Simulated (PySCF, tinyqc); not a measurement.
Inside a calculation (part 2 of 2). Method: G0W0 on RHF in the sto-3g basis, for CH2, spin multiplicity 1. The lowest restricted solution is unstable here: a spin-polarised one lies 0.0372 hartree lower (PySCF). Computed by tinyqc, a small Python program that keeps every step (integrals from PySCF). Command: `OMP_NUM_THREADS=1 python tinyqc.py 20293 20294 out.jsonl` (the two numbers bound the seeds that draw the settings). One thread of a shared host (Intel(R) Xeon(R) Processor @ 2.60GHz), about 0.1 s of CPU time with the checks.

Geometry (angstrom):
```
atom         x          y         z
C     0.000000   0.000000  0.000000
H     0.000000   1.007000  0.577000
H     0.000000  -1.007000  0.577000
```

## G0W0 on Hartree-Fock: HOMO

orbital energies (hartree): [-10.991469, -0.800729, -0.512805, -0.280210, 0.237797, 0.572862, 0.704982]

Two-electron integrals over orbitals (pq|rs), unique and non-zero (hartree):
```
(11|11) 3.507250    (21|11) -0.292193   (21|21) 0.038808    (22|11) 0.713918
(22|21) -0.007425   (22|22) 0.540403    (31|31) 0.007242    (32|31) 0.012783
(32|32) 0.143750    (33|11) 0.595606    (33|21) -0.002471   (33|22) 0.507080
(33|33) 0.517520    (41|11) 0.159894    (41|21) -0.018117   (41|22) 0.014319
(41|33) 0.006024    (41|41) 0.026329    (42|11) -0.084151   (42|21) 0.007258
(42|22) 0.022898    (42|33) 0.020289    (42|41) 0.013699    (42|42) 0.077129
(43|31) -0.002353   (43|32) 0.024096    (43|43) 0.032342    (44|11) 0.806691
(44|21) -0.012971   (44|22) 0.500105    (44|33) 0.461873    (44|41) -0.012076
(44|42) -0.085401   (44|44) 0.663865    (51|51) 0.021704    (52|51) 0.023596
(52|52) 0.090579    (53|53) 0.019547    (54|51) -0.012771   (54|52) -0.038199
(54|54) 0.050342    (55|11) 0.851990    (55|21) -0.009320   (55|22) 0.543079
(55|33) 0.477978    (55|41) 0.004612    (55|42) -0.044814   (55|44) 0.581165
(55|55) 0.672833    (61|11) -0.222882   (61|21) 0.031866    (61|22) -0.000123
(61|33) 0.000514    (61|41) -0.004994   (61|42) 0.014537    (61|44) -0.019013
(61|55) -0.005970   (61|61) 0.031695    (62|11) 0.243647    (62|21) -0.005656
(62|22) 0.081679    (62|33) 0.024241    (62|41) 0.014462    (62|42) 0.001152
(62|44) 0.076416    (62|55) 0.124643    (62|61) 0.001996    (62|62) 0.097280
(63|31) 0.001205    (63|32) -0.071436   (63|43) -0.029376   (63|63) 0.086797
(64|11) 0.106738    (64|21) 0.000121    (64|22) 0.035988    (64|33) 0.005206
(64|41) 0.004072    (64|42) -0.004843   (64|44) 0.057678    (64|55) 0.051528
(64|61) 0.002540    (64|62) 0.050164    (64|64) 0.034831    (65|51) 0.016586
(65|52) 0.056179    (65|54) -0.012800   (65|65) 0.043633    (66|11) 0.675804
(66|21) -0.005696   (66|22) 0.526060    (66|33) 0.505934    (66|41) 0.021296
(66|42) 0.055881    (66|44) 0.450413    (66|55) 0.495679    (66|61) 0.005967
(66|62) 0.057069    (66|64) 0.022549    (66|66) 0.561868    (71|31) 0.012523
(71|32) 0.020073    (71|43) -0.004323   (71|63) 0.001781    (71|71) 0.021766
(72|31) 0.008967    (72|32) 0.001841    (72|43) -0.030519   (72|63) 0.046253
(72|71) 0.014475    (72|72) 0.054180    (73|11) 0.253638    (73|21) -0.005909
(73|22) 0.060388    (73|33) 0.028491    (73|41) -0.000704   (73|42) -0.055417
(73|44) 0.123919    (73|55) 0.128168    (73|61) -0.006390   (73|62) 0.075250
(73|64) 0.042213    (73|66) 0.006234    (73|73) 0.117490    (74|31) -0.008304
(74|32) -0.069484   (74|43) 0.008067    (74|63) 0.039618    (74|71) -0.013983
(74|72) -0.009286   (74|74) 0.060251    (75|53) 0.018566    (75|75) 0.022571
(76|31) 0.008699    (76|32) 0.113121    (76|43) 0.035439    (76|63) -0.079967
(76|71) 0.013922    (76|72) -0.024132   (76|74) -0.051323   (76|76) 0.114855
(77|11) 0.750752    (77|21) -0.009256   (77|22) 0.516468    (77|33) 0.517684
(77|41) 0.003648    (77|42) -0.012891   (77|44) 0.524747    (77|55) 0.526913
(77|61) -0.007216   (77|62) 0.043512    (77|64) 0.015502    (77|66) 0.511608
(77|73) 0.067834    (77|77) 0.560090
```

excitation energies w (hartree): [0.600911, 0.788729, 0.897206, 1.063304, 1.210540, 1.257510, 1.344936, 1.626184, 1.645974, 11.272632, 11.627553, 11.739931]

X + Y, order 1>5, 1>6, 1>7, 2>5, 2>6, 2>7, 3>5, 3>6, 3>7, 4>5, 4>6, 4>7:
```
[[0.003063, 0.000000, 0.000000, 0.000000, -0.008079, 0.000000, 0.000000, 0.000000, 0.000000, 0.998071, 0.000000, 0.000000],
 [0.000000, 0.000000, -0.001013, 0.000000, 0.000000, 0.000000, 0.002130, 0.000000, 0.000402, 0.000000, 0.997277, 0.000000],
 [0.000000, 0.000000, 0.000000, 0.003893, 0.000000, 0.002284, 0.000000, -0.004842, 0.000000, 0.000000, 0.000000, 0.998144],
 [0.133732, 0.000000, 0.000000, 0.000000, 0.921422, 0.000000, 0.000000, 0.000000, 0.000000, 0.000779, 0.000000, 0.000000],
 [0.000000, 0.000000, -0.133889, 0.000000, 0.000000, 0.000000, -0.548982, 0.000000, 0.760581, 0.000000, 0.000082, 0.000000],
 [0.000000, 0.000000, 0.000000, 0.110822, 0.000000, -0.207689, 0.000000, 0.940493, 0.000000, 0.000000, 0.000000, 0.000644],
 [0.000000, 0.975531, 0.000000, 0.000000, 0.000000, 0.000000, 0.000000, 0.000000, 0.000000, 0.000000, 0.000000, 0.000000],
 [0.000000, 0.000000, 0.000000, -0.407226, 0.000000, 0.827388, 0.000000, 0.172665, 0.000000, 0.000000, 0.000000, 0.000057],
 [0.000000, 0.000000, -0.119345, 0.000000, 0.000000, 0.000000, 0.798486, 0.000000, 0.459481, 0.000000, -0.000233, 0.000000],
 [0.923642, 0.000000, 0.000000, 0.000000, -0.066542, 0.000000, 0.000000, 0.000000, 0.000000, -0.000209, 0.000000, 0.000000],
 [0.000000, 0.000000, 0.964209, 0.000000, 0.000000, 0.000000, 0.021890, 0.000000, 0.105431, 0.000000, 0.000064, 0.000000],
 [0.000000, 0.000000, 0.000000, 0.876365, 0.000000, 0.366069, 0.000000, -0.005008, 0.000000, 0.000000, 0.000000, -0.000403]]
```

W(p,q,m) = sqrt2 sum_ia (pq|ia) (X+Y)_ia,m; Sigma_c(x) = sum_(i,m) W^2/(x - e_i + w_m) + sum_(a,m) W^2/(x - e_a - w_m); solve x = e_p + Sigma_c(x) by Newton steps; Z = 1/(1 - dSigma/dx); 1 hartree = 27.211386 eV.

The 12 largest terms at x = e_p (hartree; W for the signs of X + Y given):
```
q  m          W       term
4  9   0.171307   0.017829
4  7   0.082333   0.005040
5  1   0.058479  -0.003056
6  9   0.086583  -0.003000
7  6   0.080232  -0.002870
2  7  -0.063579   0.002167
4  3   0.043293   0.002089
5  5  -0.054368  -0.001710
7  4   0.050324  -0.001236
3  8  -0.047793   0.001229
2  9  -0.035485   0.000581
6  3   0.030869  -0.000544
```

Newton steps (hartree):
```
step          x  Sigma_c(x)         Z
0     -0.280210    0.017230  0.974043
1     -0.263426    0.016786  0.974315
2     -0.263424    0.016785  0.974315
```

quasiparticle energy of the HOMO = -7.168134 eV

Hartree-Fock value = -7.624890 eV

## G0W0 on Hartree-Fock: LUMO

As before.

The 12 largest terms at x = e_p (hartree; W for the signs of X + Y given):
```
q   m          W       term
5   9   0.225032  -0.030766
2   5   0.121357   0.006548
6   5   0.074221  -0.003564
4   1   0.058479   0.003056
5   7   0.049539  -0.001825
4   5  -0.054368   0.001710
5   3   0.025040  -0.000699
2   1  -0.032663   0.000651
7   2   0.025614  -0.000522
3   2   0.026968   0.000472
2  10   0.033417   0.000091
1   5   0.031702   0.000081
```

Newton steps (hartree):
```
step         x  Sigma_c(x)         Z
0     0.237797   -0.024777  0.969979
1     0.213763   -0.024039  0.970426
2     0.213758   -0.024039  0.970426
```

quasiparticle energy of the LUMO = 5.816646 eV

Hartree-Fock value = 6.470773 eV
